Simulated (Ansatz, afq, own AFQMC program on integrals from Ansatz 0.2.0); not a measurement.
## Where AFQMC and coupled cluster stand for MgBr⁻, triplet

```xyz
2

Br    0.0000    0.0000    0.0000
Mg    0.0000    0.0000    4.0460
```

Basis aug-cc-pVDZ. Only valence electrons are correlated. Ansatz 0.2.0 and our own AFQMC program on the same integrals; the CISD trial comes from CCSD amplitudes, and released means the phaseless constraint is let go. Uncertainties: one standard error, sampling alone. No spin–orbit coupling.

Determinant: UHF, the one that the program's search chose, which needn't be the lowest solution. The geometry is a point of a scan.

No full CI on the walks' own integrals is used here; CCSDT(Q) serves as the reference and is uncertain by about the last step of the cluster series.

Cautions: no relativity below Rb; no spin-orbit coupling; inner d shell frozen; lower spins were not checked.

```
T1 diagnostic                               : 0.0174
weight of the determinant in the CISD state : 0.911
⟨S²⟩ of the determinant                     : 2.000
size of the correlated space                : 10 electrons in 44 orbitals
```

Reference: CCSDT(Q), correlation energy -4.164 eV. The released energy is read at 2.40 1/Eh (meV from the phaseless value at times in 1/Eh: -1 ± 10 at 0.24, -4 ± 13 at 0.51, -29 ± 11 at 0.99, -27 ± 14 at 1.62, -11 ± 18 at 2.40).

```csv
level,E − E(reference) (kJ/mol),share of correlation (%)
HF,401.7,0.00
MP2,47.4,88.20
CCSD,12.2,96.97
CCSD(T),2.3,99.44
CCSDT,0.9,99.78
ph-AFQMC/HF,-20.5 ± 5.9,105.11
ph-AFQMC/CISD,0.4 ± 0.9,99.91
released AFQMC,-0.7 ± 1.7,100.17
```

A walk keeps the symmetry of its determinant, which the program's search chose and which needn't be the lowest solution, so a lower state of the same spin and another symmetry isn't excluded. Released energies are given only where the last usable release times agree within the noise; a slower fall can still hide under it.
